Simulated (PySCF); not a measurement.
CO + 2 HCl → H₂CO + Cl₂

Level: PBE in the def2-TZVP basis family, all electrons, no relativity, computed in PySCF with density fitting; open shells unrestricted.

| species | state and structure | ZPE (kJ/mol) | H(298 K) − H(0) (kJ/mol) | S° (J/(mol K)) |
| --- | --- | --- | --- | --- |
| CO | singlet, C∞v, C–O 1.136 Å | 12.7 | 8.7 | 197.7 |
| HCl | singlet, C∞v, H–Cl 1.289 Å | 17.3 | 8.7 | 186.8 |
| H₂CO | singlet, C2v, C–H 1.119 Å (×2), C–O 1.208 Å; H–C–H 115.8°, H–C–O 122.1° (×2) | 67.3 | 10.0 | 218.9 |
| Cl₂ | singlet, D∞h, Cl–Cl 2.008 Å | 3.2 | 9.2 | 223.0 |

**Question.** Is the gas-phase reaction uphill or downhill in electronic energy at this level, and by how much?

**Answer.** At PBE/def2-TZVP, ΔE = 121.8 kJ/mol, uphill. 

**Question.** Add zero-point, thermal and entropy terms for 298.15 K and 1 bar.

**Answer.** ΔZPE = 23.2 and Δ[H(298) − H(0)] = -6.9 kJ/mol give ΔH° = 138.1 kJ/mol. ΔS° = -129.4 J/(mol K), so ΔG° = 138.1 − 298.15 × (-0.1294) = 177 kJ/mol.

Only the bonding shown was studied: isomers, or loss of a ligand pair, can lie lower.
